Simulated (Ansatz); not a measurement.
The same path of BFH₄O (7 atoms, charge 0, multiplicity 1) was run twice with different band settings. Lost on the way: B1–F2, O5–H7. Made: F2–H7.

Method: RKS B3LYP-D4/def2-SVP in Ansatz.

Relaxed end points:

```xyz
7
Properties=species:S:1:pos:R:3
B -0.010 0.005 0.060
F -0.396 0.488 1.287
H 1.158 0.182 -0.229
H -0.858 0.048 -0.811
O 0.015 -1.720 0.361
H -0.873 -1.980 0.660
H 0.606 -1.877 1.117
```

```xyz
7
Properties=species:S:1:pos:R:3
B -0.154 -0.318 -0.569
F 0.884 -0.527 2.561
H 0.568 0.591 -0.260
H -0.660 -0.428 -1.660
O -0.396 -1.260 0.381
H -0.979 -1.981 0.109
H 0.379 -0.930 1.883
```

Common settings: movable images 7; climbing image yes; spring 5.0 eV/Å²; start path through a guess of the saddle point; force threshold 0.05 eV/Å; iteration limit 60; end points relaxed.

| run | optimiser | largest step |
| --- | --- | --- |
| 1 | quadratic models (default) | default |
| 2 | fire | 0.02 Å |

Problem. What does each run give, and how far can it be trusted?

Solution. Run 1: converged after 13 iterations, highest image 0.868 eV above the first end. A vibrational analysis at the climbing image gives one clearly imaginary mode, 915i cm⁻¹: a first-order saddle point.
Run 2: converged after 57 iterations, highest image 0.868 eV above the first end. Another band between the same ends (7 images) ends at a top of the same energy, where a vibrational analysis finds 1 clearly imaginary mode.
The orbitals stay closed-shell, which can raise the energy where a bond breaks towards radicals; this wasn't checked here.
